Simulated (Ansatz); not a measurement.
Species: C2H3, SMILES `[CH]=C` (charge 0, multiplicity 2).

Task: Give a relaxed geometry from PBE-D3(BJ)/def2-TZVP (Ansatz, an electronic-structure program).

Result: the end point of this relaxation (outside a Z-matrix the atoms follow the SMILES, hydrogens last).
Bonds (Å): C1–C2 1.308, C1–H3 1.087, C2–H4 1.096, C2–H5 1.102. Angles (°): C2–C1–H3 138.8, C1–C2–H4 122.3, C1–C2–H5 122.0, H4–C2–H5 115.7.
